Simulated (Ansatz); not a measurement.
Structure optimisation: sulfur, alpha-S8 (Fddd)

Computed with DFT, PBEsol, plane waves (420 eV) with PAW, scalar-relativistic (Ansatz). The PAW files were generated under PBE, with cores re-solved for the functional.

k-point mesh 3×3×3, Fermi-Dirac smearing 0.05 eV, no spin polarisation. Cell and atoms relax.

Starting structure:

```
S
1.0
     0.00000    6.43300   12.24300
     5.23250    0.00000   12.24300
     5.23250    6.43300    0.00000
S
32
Direct
  0.36490 0.48210 0.47970
  0.67330 0.47970 0.48210
  0.47970 0.67330 0.36490
  0.48210 0.36490 0.67330
  0.57670 0.77030 0.76790
  0.77030 0.57670 0.88510
  0.76790 0.88510 0.57670
  0.88510 0.76790 0.77030
  0.23450 0.36290 0.45530
  0.94730 0.45530 0.36290
  0.45530 0.94730 0.23450
  0.36290 0.23450 0.94730
  0.30270 0.79470 0.88710
  0.79470 0.30270 0.01550
  0.88710 0.01550 0.30270
  0.01550 0.88710 0.79470
  0.43460 0.30740 0.35640
  0.90160 0.35640 0.30740
  0.35640 0.90160 0.43460
  0.30740 0.43460 0.90160
  0.34840 0.89360 0.94260
  0.89360 0.34840 0.81540
  0.94260 0.81540 0.34840
  0.81540 0.94260 0.89360
  0.87510 0.63290 0.18950
  0.63290 0.87510 0.30250
  0.18950 0.30250 0.87510
  0.30250 0.18950 0.63290
  0.61710 0.37490 0.94750
  0.06050 0.94750 0.37490
  0.94750 0.06050 0.61710
  0.37490 0.61710 0.06050
```

Question: What cell does the relaxation end in?

Answer: Fddd with a = 10.605 Å, b = 12.939 Å, c = 24.293 Å; 26.04 Å³ per atom against 25.76 at the start (1.1 %).

Question: How much energy does the relaxation gain?

Answer: 3.5 meV per atom.

Path of the relaxation (the plane waves are chosen anew near the end, which can shift the energy a little):

```tsv
step	E − E(final) (meV/atom)	V (Å³/atom)	P (GPa)	max force (eV/Å)
0	3.51	25.757	1.11	0.261
1	3.35	25.893	-0.21	0.196
2	0.10	25.916	0.07	0.052
3	0.07	25.937	0.03	0.019
4	0.01	26.043	-0.01	0.015
5	0.00	26.043	-0.01	0.015
```
